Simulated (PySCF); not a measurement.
ethane cation (C2H6), SMILES CC (connectivity only; charge and spin as stated), charge +1, multiplicity 2.

Geometry: PBE-D3(BJ)/def2-TZVP. The multiplicity is an assumed one; other spin states were not compared.

Method: TDA-PBE/def2-TZVPD in PySCF.

Vertical excitations. Isolated molecule, no solvent.

```json
[
 {"state": "root 1", "energy (eV)": "2.05", "λ (nm)": "606", "f": "0.000", "main pairs": "β HOMO→LUMO 99 %"},
 {"state": "root 2", "energy (eV)": "3.47", "λ (nm)": "358", "f": "0.000", "main pairs": "β HOMO−2→LUMO 99 %"},
 {"state": "root 3", "energy (eV)": "4.42", "λ (nm)": "280", "f": "0.185", "main pairs": "β HOMO−1→LUMO 95 %"},
 {"state": "root 4", "energy (eV)": "4.65", "λ (nm)": "267", "f": "0.002", "main pairs": "β HOMO−3→LUMO 100 %"},
 {"state": "root 5", "energy (eV)": "9.00", "λ (nm)": "138", "f": "0.039", "main pairs": "β HOMO−4→LUMO 92 %"},
 {"state": "root 6", "energy (eV)": "9.43", "λ (nm)": "131", "f": "0.000", "main pairs": "α HOMO→LUMO 99 %"},
 {"state": "root 7", "energy (eV)": "10.18", "λ (nm)": "122", "f": "0.048", "main pairs": "α HOMO→LUMO+2 95 %"},
 {"state": "root 8", "energy (eV)": "10.27", "λ (nm)": "121", "f": "0.153", "main pairs": "α HOMO→LUMO+1 90 %"},
 {"state": "root 9", "energy (eV)": "10.34", "λ (nm)": "120", "f": "0.000", "main pairs": "α HOMO−1→LUMO 46 %, β HOMO→LUMO+1 50 %"},
 {"state": "root 10", "energy (eV)": "10.68", "λ (nm)": "116", "f": "0.000", "main pairs": "α HOMO−1→LUMO 53 %, β HOMO→LUMO+1 42 %"}
]
```
Unrestricted roots are not spin-pure.
